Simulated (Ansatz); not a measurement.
in.yaml

```yaml
crystal:
  periodic: [false, false, false]
  atoms:
    - {symbol: Si, position_ang: [0.015202, -0.025752, 0.000059]}
    - {symbol: H, position_ang: [1.487145, -0.011525, -0.000037]}
    - {symbol: H, position_ang: [-1.202290, 2.036701, -0.004667]}
    - {symbol: H, position_ang: [-0.708448, -1.307603, 0.003060]}
basis:
  gaussian: {orbitals: cc-pVDZ}
total_charge: 1
correlation: {method: fic_mrcisd_q, electrons: outside_noble_gas, active_space: {window: {electrons: 2, orbitals: 2}}}
```

```sh
$ ansatz run in.yaml --threads 1 --pin off --events-out ev --progress --plain --max-ram 2393MiB
```

The program prints:

```
311 factors; integrals over basis functions are off by at most 1.7e-3 eV
mean field evaluation 1: about -7897.1932 eV, gradient 7.5e0 eV
mean field evaluation 2: about -7897.1926 eV, gradient 7.5e0 eV
mean field evaluation 4: about -7897.5515 eV, gradient 2.0e-1 eV
mean field evaluation 8: about -7897.5517 eV, gradient 3.1e-4 eV
mean field -7897.55168729 eV, -290.2296713551 hartree, gradient 2.0e-6 eV, S^2 0.000000; 0 other end points of the search recorded, 0 dependent functions left out; unrestricted orbitals would lower it
reference -7897.55168729 eV, -290.2296713551 hartree; 8, 8 occupied and 25, 25 virtual orbitals, 311 factors
state -7898.77907332 eV, -290.2747769598 hartree
contracted CI cycle   1: correlation 0.00000000 eV, 0.0000000000 hartree, residual 1.10e1 eV
contracted CI cycle   2: correlation -2.23022531 eV, -0.0819592683 hartree, residual 1.74e0 eV
contracted CI cycle   3: correlation -2.29586199 eV, -0.0843713720 hartree, residual 4.66e-1 eV
contracted CI cycle   4: correlation -2.30120331 eV, -0.0845676618 hartree, residual 1.56e-1 eV
contracted CI cycle   5: correlation -2.30172335 eV, -0.0845867730 hartree, residual 5.02e-2 eV
contracted CI cycle   6: correlation -2.30177371 eV, -0.0845886236 hartree, residual 1.68e-2 eV
contracted CI cycle   7: correlation -2.30177959 eV, -0.0845888396 hartree, residual 5.37e-3 eV
contracted CI cycle   8: correlation -2.30178017 eV, -0.0845888609 hartree, residual 1.72e-3 eV
contracted CI cycle   9: correlation -2.30178022 eV, -0.0845888629 hartree, residual 4.75e-4 eV
state -7898.77907332 eV, -290.2747769598 hartree; corrected -7901.20708208 eV, -290.3640046359 hartree
Total energy: -7901.20708208 eV, -290.3640046359 hartree
```

Natural occupations: 1.8066 0.1934.

For the same geometry and basis full CI lies 11.5 meV higher.

Ran on 1 thread of Intel Xeon Platinum 8259CL, shared host: 0.66 s wall, 0.15 GiB peak host memory.
